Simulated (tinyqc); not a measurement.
Inside a calculation. Method: extended Hueckel theory, for HCl. One step of it, computed by the program tinyqc.

Question. Mulliken analysis. P = C n C^T; charge = valence electrons (Cl 7, H 1) minus the sum of (P S)_ii on the atom; overlap population = 2 sum P_ij S_ij between two atoms.

coefficients, order 1Cl 3s, 1Cl 3px, 1Cl 3py, 1Cl 3pz, 2H 1s:
$$\begin{pmatrix}
0.876151 & -0.329447 & 0.000000 & 0.000000 & -0.556314 \\
0.000000 & 0.000000 & 0.175119 & 0.984547 & 0.000000 \\
0.000000 & 0.000000 & 0.984547 & -0.175119 & 0.000000 \\
0.002032 & 0.740376 & 0.000000 & 0.000000 & -0.907695 \\
0.266135 & 0.388184 & 0.000000 & 0.000000 & 1.155948
\end{pmatrix}$$

occupations: [2.000000, 2.000000, 2.000000, 2.000000, 0.000000]

overlap S, order 1Cl 3s, 1Cl 3px, 1Cl 3py, 1Cl 3pz, 2H 1s:
$$\begin{pmatrix}
1.000000 & 0.000000 & 0.000000 & 0.000000 & 0.345234 \\
0.000000 & 1.000000 & 0.000000 & 0.000000 & 0.000000 \\
0.000000 & 0.000000 & 1.000000 & 0.000000 & 0.000000 \\
0.000000 & 0.000000 & 0.000000 & 1.000000 & 0.488727 \\
0.345234 & 0.000000 & 0.000000 & 0.488727 & 1.000000
\end{pmatrix}$$

Give: charges; Overlap populations.

Answer.

charges: 1Cl -0.203, 2H 0.203

Overlap populations:
```
pair     value
2-1   0.708298
```
